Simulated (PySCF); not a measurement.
Gas-phase reaction: 4 B(CH₃)₃ → 4 BH₃ + 3 C₄H₈ (isobutene). Level: M06-2X/def2-TZVP†; standard pressure 1 bar.

Method: PySCF energies plus ideal-gas RRHO corrections (1 bar). † marks an energy on the PBE0/def2-TZVP geometry and frequencies. All species are closed-shell singlets. Methyl groups turn as free rotors in B(CH₃)₃. The harmonic model lacks anharmonicity and excited electronic states, which grow with temperature; levels with a mode under 35 cm⁻¹ are left out. Internal rotation in C₄H₈ (isobutene) is treated as a harmonic vibration of one conformer, which makes the entropy rough.

| T (K) | 1000/T (1/K) | log10 K |
|---|---|---|
| 1000 | 1.0000 | -23.74 |
| 1200 | 0.8333 | -16.52 |
| 1400 | 0.7143 | -11.34 |
| 1600 | 0.6250 | ? |
| 1800 | 0.5556 | -4.42 |
| 2000 | 0.5000 | -1.99 |

Question: Fit log10 K = a + b·(1000/T) to the five rows, get the mean ΔH° and ΔS°, and predict log10 K at 1600 K.

Answer: Means: 1000/T = 0.7206, log10 K = -11.602. Sums of products about the means: Sxy = -7.25270, Sxx = 0.166695, so b = Sxy/Sxx = -43.51 and a = -11.602 − (-43.51)×0.7206 = 19.75.
ΔH° = −R ln 10 × 1000 K × b = −19.145 × (-43.51) = 833 kJ; ΔS° = R ln 10 × a = 378 J/K. The run's own values go from 829 kJ and 374 J/K at 1000 K to 839 kJ and 381 J/K at 2000 K.
Prediction at 1600 K: 19.75 + (-43.51)×0.6250 = -7.44. The computed value is -7.45, 0.01 from the line.
For scale, ΔH°(298 K) is 817 kJ at this level, 848 kJ at ωB97M-V/def2-TZVP†, and runs from 685 to 1006 kJ over the 18 levels computed.
